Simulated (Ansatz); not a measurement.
A made-up structure of CH$_{2}$MgN, doublet:

C1  (-0.481, 0.347, -0.384)
N2  (0.462, -0.346, 0.372)
Mg3  (1.903, -1.370, 1.518)
H4  (-1.518, -0.176, -0.823)
H5  (-0.366, 1.545, -0.684)
(Å)

It is relaxed with PBE-D4/def2-SVP and then PBE0-D4/def2-TZVP (Ansatz 0.2.0). Atoms count as bonded within 1.22 times the sum of their covalent radii (H–H: 0.88 Å). The end point is not checked to be a true minimum.

Task: Does its bonding change? (A judgement: the text doesn't fix the answer.)

Result: The calculation gives: No: no bond forms or breaks.

Where it ends: The first stage lowers the energy by 1.11 eV in 16 steps. It ends as CH₂MgN ([CH2][N][Mg]):
```xyz
5
angstrom
C -0.4284 0.3111 -0.3429
N 0.4165 -0.3024 0.3332
Mg 1.6941 -1.2302 1.3558
H -1.3523 -0.1594 -0.7331
H -0.3300 1.3809 -0.6130
```

Labels in which every atom is bracketed show which atoms are joined, not bond orders.

For scale, one of the runs: PBE0-D4/def2-TZVP relaxation, 106 basis functions, launched by `ansatz run in.yaml --threads 2 --pin off --events-out ev --progress --plain --max-ram 4352MiB`. The run took about 48 s on 2 CPU threads of an Arm Neoverse V2 (shared host).
